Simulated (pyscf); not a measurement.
This saddle point was located with ωB97X-D3(BJ)/def2-SVP in PySCF.

```xyz
8

P     -0.2211    -1.8367     0.8192
P      0.8112     0.5531     0.1314
H     -1.1727    -2.0136     1.8754
H     -1.2331    -1.6803    -0.1676
H      1.9662     1.1682    -0.5212
H      1.5553     0.3298     1.3173
H     -0.6635    -0.1813     1.5556
H     -0.4783     0.7069     1.3707
```

Surface: singlet, charge 0. Lowest wavenumbers (cm⁻¹): 1477i, 169, 240, 479, 630.

Problem. Name the species on either side of this saddle.

Solution. H₂P–PH₂ + H₂ ⇌ PH₃ + PH₃, a four-centre exchange read from left to right: P–P, H–H broken and H–P, H–P formed. At ωB97M-D3(BJ)/def2-TZVP it lies +71.3 kcal/mol from the left side and +77.0 kcal/mol from the right (each side as separated species at their lowest minima found). The same reactants have a lower exit, to PH₂• + PH₂• + H₂ (no saddle counted: cutting one bond costs +62.2 kcal/mol at ωB97M-D3(BJ)/def2-TZVP, against +71.3 kcal/mol here). One saddle was located; it need not be the lowest between these sides.
